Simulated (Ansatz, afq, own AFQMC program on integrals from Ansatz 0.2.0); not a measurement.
GeHO⁺, quintet: AFQMC among the cluster methods

```xyz
3

Ge    0.0000   -0.0375    0.3220
O     0.0000    0.0862   -1.5290
H     0.0000    1.3375    1.0643
```

Connectivity, by distances: GeH–O.

Basis cc-pVDZ. Only valence electrons are correlated. Integrals, coupled cluster, full CI and functionals: Ansatz 0.2.0; the random walks run on the same integrals in our own AFQMC program. ph-AFQMC/CISD is guided by a CISD state made of CCSD amplitudes; releasing the constraint for a short imaginary time cuts its bias at the price of noise, slowly where states lie close. Uncertainties: one standard error, sampling alone. No spin–orbit coupling.

Determinant: UHF, the one that the program's search chose, which needn't be the lowest solution. The geometry is a PBE0/def2-TZVP stationary point of this or a neighbouring charge and spin state.

No full CI on the walks' own integrals is used here; CCSDT(Q) serves as the reference and is uncertain by about the last step of the cluster series.

Cautions: no relativity below Rb; no spin-orbit coupling; inner d shell frozen; another spin lies lower (by 3.86 eV).

* T1 diagnostic: 0.0190
* weight of the determinant in the CISD state: 0.921
* ⟨S²⟩ of the determinant: 6.018
* size of the correlated space: 10 electrons in 31 orbitals

| level | correlation energy (eV) |
| --- | --- |
| MP2 | -3.9963 |
| CCSD | -4.8273 |
| CCSD(T) | -4.9086 |

Task: Estimate where phaseless AFQMC with a CISD trial lies against CCSD(T) on the same integrals.

Result: 2.2 ± 0.8 kJ/mol below CCSD(T).

Reference: CCSDT(Q), correlation energy -4.935 eV. The released energy is read at 1.62 1/Eh, later times being too noisy (meV from the phaseless value at times in 1/Eh: -21 ± 9 at 0.24, -10 ± 11 at 0.51, -21 ± 12 at 0.99, -20 ± 11 at 1.62, -40 ± 19 at 2.40).

```
         level  E − E(reference) (kJ/mol)  share of correlation (%)
       CCSD(T)                        2.6                     99.46
         CCSDT                        0.4                     99.92
 ph-AFQMC/CISD                  0.3 ± 0.8                     99.93
released AFQMC                 -1.6 ± 1.0                    100.33
```

A walk keeps the symmetry of its determinant, which the program's search chose and which needn't be the lowest solution, so a lower state of the same spin and another symmetry isn't excluded. Released energies are given only where the last usable release times agree within the noise; a slower fall can still hide under it.
